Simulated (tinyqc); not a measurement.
Worked calculation: RHF in the sto-6g basis, for H3O+, spin multiplicity 1. One step of it, computed by the program tinyqc.

Question. Iteration 2: diagonalisation and new density. Diagonalise F' = X^T F X, C = X C', fill 5 alpha and 5 beta electrons from the bottom; D = 2 C_occ C_occ^T. Each column has its largest component positive (the first on a tie).

extrapolated F (hartree), order 1O 1s, 1O 2s, 1O 2px, 1O 2py, 1O 2pz, 2H 1s, 3H 1s, 4H 1s:
$$\begin{pmatrix}
-20.753829 & -5.031744 & -0.000003 & 0.000000 & 0.009928 & -1.043622 & -1.042667 & -1.042667 \\
-5.031744 & -2.713792 & -0.000028 & 0.000000 & 0.065805 & -1.057129 & -1.056472 & -1.056472 \\
-0.000003 & -0.000028 & -0.770291 & 0.000000 & 0.000014 & -0.573513 & 0.286845 & 0.286845 \\
0.000000 & 0.000000 & 0.000000 & -0.770103 & 0.000000 & 0.000000 & -0.496437 & 0.496437 \\
0.009928 & 0.065805 & 0.000014 & 0.000000 & -0.703002 & 0.122324 & 0.122241 & 0.122241 \\
-1.043622 & -1.057129 & -0.573513 & 0.000000 & 0.122324 & -0.745031 & -0.335827 & -0.335827 \\
-1.042667 & -1.056472 & 0.286845 & -0.496437 & 0.122241 & -0.335827 & -0.744629 & -0.335811 \\
-1.042667 & -1.056472 & 0.286845 & 0.496437 & 0.122241 & -0.335827 & -0.335811 & -0.744629
\end{pmatrix}$$

X, order 1O 1s, 1O 2s, 1O 2px, 1O 2py, 1O 2pz, 2H 1s, 3H 1s, 4H 1s:
$$\begin{pmatrix}
1.023359 & -0.142603 & -0.000003 & 0.000000 & 0.003241 & 0.017836 & 0.017827 & 0.017827 \\
-0.142603 & 1.276461 & 0.000062 & 0.000000 & -0.036168 & -0.247640 & -0.247385 & -0.247385 \\
-0.000003 & 0.000062 & 1.106392 & 0.000000 & -0.000012 & -0.249394 & 0.124683 & 0.124683 \\
0.000000 & 0.000000 & 0.000000 & 1.106230 & 0.000000 & 0.000000 & -0.215792 & 0.215792 \\
0.003241 & -0.036168 & -0.000012 & 0.000000 & 1.005118 & 0.035166 & 0.035120 & 0.035120 \\
0.017836 & -0.247640 & -0.249394 & 0.000000 & 0.035166 & 1.170295 & -0.058177 & -0.058177 \\
0.017827 & -0.247385 & 0.124683 & -0.215792 & 0.035120 & -0.058177 & 1.170076 & -0.058178 \\
0.017827 & -0.247385 & 0.124683 & 0.215792 & 0.035120 & -0.058177 & -0.058178 & 1.170076
\end{pmatrix}$$

Give: F' = X^T F X; orbital energies; coefficients C; D after iteration 2.

Answer.

F' = X^T F X (hartree):
$$\begin{pmatrix}
-20.421 & -2.518 & 0.000 & 0.000 & 0.013 & -0.167 & -0.166 & -0.166 \\
-2.518 & -1.491 & 0.000 & 0.000 & -0.010 & -0.461 & -0.461 & -0.461 \\
0.000 & 0.000 & -0.506 & 0.000 & 0.000 & -0.495 & 0.248 & 0.248 \\
0.000 & 0.000 & 0.000 & -0.506 & 0.000 & 0.000 & -0.429 & 0.429 \\
0.013 & -0.010 & 0.000 & 0.000 & -0.690 & 0.081 & 0.080 & 0.080 \\
-0.167 & -0.461 & -0.495 & 0.000 & 0.081 & -0.242 & -0.080 & -0.080 \\
-0.166 & -0.461 & 0.248 & -0.429 & 0.080 & -0.080 & -0.242 & -0.080 \\
-0.166 & -0.461 & 0.248 & 0.429 & 0.080 & -0.080 & -0.080 & -0.242
\end{pmatrix}$$

orbital energies (hartree): MO1 -20.757, MO2 -1.628, MO3 -0.965, MO4 -0.964, MO5 -0.705, MO6 0.089, MO7 0.296, MO8 0.296

coefficients C, order 1O 1s, 1O 2s, 1O 2px, 1O 2py, 1O 2pz, 2H 1s, 3H 1s, 4H 1s:
$$\begin{pmatrix}
0.996 & -0.227 & 0.000 & 0.000 & -0.036 & -0.151 & 0.000 & 0.000 \\
0.017 & 0.866 & 0.000 & 0.000 & 0.188 & 1.025 & 0.000 & -0.001 \\
0.000 & 0.000 & 0.699 & 0.000 & 0.000 & -0.001 & 0.000 & -0.911 \\
0.000 & 0.000 & 0.000 & 0.699 & 0.000 & 0.000 & 0.910 & 0.000 \\
-0.001 & -0.066 & 0.000 & 0.000 & 0.979 & -0.230 & 0.000 & 0.000 \\
-0.003 & 0.108 & 0.406 & 0.000 & -0.061 & -0.646 & 0.000 & 0.951 \\
-0.003 & 0.108 & -0.203 & 0.351 & -0.061 & -0.647 & -0.823 & -0.475 \\
-0.003 & 0.108 & -0.203 & -0.351 & -0.061 & -0.647 & 0.823 & -0.475
\end{pmatrix}$$

D after iteration 2, order 1O 1s, 1O 2s, 1O 2px, 1O 2py, 1O 2pz, 2H 1s, 3H 1s, 4H 1s:
$$\begin{pmatrix}
2.091 & -0.373 & 0.000 & 0.000 & -0.042 & -0.050 & -0.050 & -0.050 \\
-0.373 & 1.570 & 0.000 & 0.000 & 0.253 & 0.163 & 0.163 & 0.163 \\
0.000 & 0.000 & 0.976 & 0.000 & 0.000 & 0.567 & -0.283 & -0.283 \\
0.000 & 0.000 & 0.000 & 0.976 & 0.000 & 0.000 & 0.491 & -0.491 \\
-0.042 & 0.253 & 0.000 & 0.000 & 1.925 & -0.134 & -0.134 & -0.134 \\
-0.050 & 0.163 & 0.567 & 0.000 & -0.134 & 0.360 & -0.134 & -0.134 \\
-0.050 & 0.163 & -0.283 & 0.491 & -0.134 & -0.134 & 0.360 & -0.134 \\
-0.050 & 0.163 & -0.283 & -0.491 & -0.134 & -0.134 & -0.134 & 0.360
\end{pmatrix}$$
